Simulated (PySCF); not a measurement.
## Löwdin shares of the frontier orbitals

Species: N-ethylmethylamine, C₃H₉N.
Atom-mapped SMILES: `[CH3:1][CH2:2][NH:3][CH3:4]` (hydrogens: H5, H6, H7 on C1; H8, H9 on C2; H10 on N3; H11, H12, H13 on C4)

Cartesian coordinates in Å at the GFN2-xTB level; atoms count from 1:
```xyz
13
C3H9N angstrom
C     -1.8481   -0.0129    0.2449
C     -0.4521   -0.4493   -0.1758
N      0.5058    0.6097    0.0811
C      1.8630    0.2467   -0.2634
H     -2.1163    0.9052   -0.2706
H     -2.5748   -0.7835    0.0007
H     -1.8839    0.1702    1.3171
H     -0.1835   -1.3900    0.3410
H     -0.4358   -0.6489   -1.2523
H      0.4603    0.8695    1.0629
H      2.5244    1.0772   -0.0233
H      1.9127    0.0613   -1.3369
H      2.2241   -0.6549    0.2569
```

The calculation used TDDFT CAM-B3LYP/def2-SVPD, vertical, gas phase, core orbitals frozen in the response (PySCF).

Kohn–Sham orbitals with the atoms that hold most of them (Löwdin shares over 4%, at most four atoms; ? is withheld):

```tsv
orbital	ε (eV)	atoms
HOMO-3	-11.55	C1 19%, C2 15%, N3 14%, C4 12%
HOMO-2	-11.29	C1 28%, C2 26%, C4 13%, N3 10%
HOMO-1	-11.16	?
HOMO	-7.82	N3 60%, C4 10%, C2 10%, H8 5%
LUMO	1.46	?
LUMO+1	1.94	C1 20%, C4 19%, H6 10%, H11 8%
LUMO+2	2.39	H10 20%, H9 19%, H8 12%, C2 11%
```

Q: Give the leading atoms of the HOMO-1.

A: C2 (bonded to C, N and 2 H) 22%; C1 (bonded to C and 3 H) 21%; H9 (bonded to C) 10%; H7 (bonded to C) 9%. By element: carbon 44% or more, hydrogen 19% or more.

Q: Which atoms hold the LUMO, and with what shares?

A: C4 (bonded to N and 3 H) 20%; C1 (bonded to C and 3 H) 15%; C2 (bonded to C, N and 2 H) 14%; H10 (bonded to N) 9%. By element: carbon 49%, hydrogen 9% or more.

Q: The HOMO–LUMO gap is 9.28 eV. Where does the response calculation put the lowest singlet, and from which orbitals?

A: S1 is at 6.03 eV (f = 0.0025), 3.25 eV below the gap, made of HOMO→LUMO (86%). 

Next come S2 at 6.97 eV (f 0.031), HOMO→LUMO+1 (56%), HOMO→LUMO+2 (33%); S3 at 7.05 eV (f 0.016), HOMO→LUMO+2 (52%), HOMO→LUMO+1 (36%); S4 at 7.79 eV (f 0.076), HOMO→LUMO+3 (74%), HOMO→LUMO+4 (14%); S5 at 8.07 eV (f 0.049), HOMO→LUMO+4 (77%), HOMO→LUMO+3 (9%).

One conformer stands for the species.
